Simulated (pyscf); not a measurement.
PySCF, gas phase, ωB97X-D3(BJ)/def2-SVP geometries.

Q: For the elementary gas-phase step `[Cl][GeH2][Cl]` + `[NH3]` → `[ClH]` + `[NH2][GeH2][Cl]` (singlet surface; Cl–Ge, H–N broken, Cl–H, Ge–N formed), what barrier and reaction energy does ωB97M-D3(BJ)/def2-TZVP give, measured from the separated reactants?

A: ΔE‡ = 10.4 kcal/mol, ΔE = +13.5 kcal/mol. Zero-point energy shifts the barrier by -1.0 kcal/mol. It is a four-centre exchange, with an imaginary mode of 617i cm⁻¹. On the reactant side the descent ends in an adduct with a Ge–N contact, 0.9 kcal/mol under the separated species and 11.3 kcal/mol under the saddle at ωB97X-D3(BJ)/def2-TZVP. On the product side the descent ends in a complex, 7.4 kcal/mol under the separated species and 2.9 kcal/mol under the saddle at ωB97X-D3(BJ)/def2-TZVP. At ωB97M-D3(BJ) the saddle lies under the separated products, which points to a path from their complex (located at ωB97X-D3(BJ) alone), and parting the products costs more than the saddle. What is counted as formed (Ge–N) is already present as a longer contact in the reactant adduct; forming that adduct is a step of its own. One saddle was located; it need not be the lowest between these sides. Elements up to Kr have no core potential and no relativistic terms here.
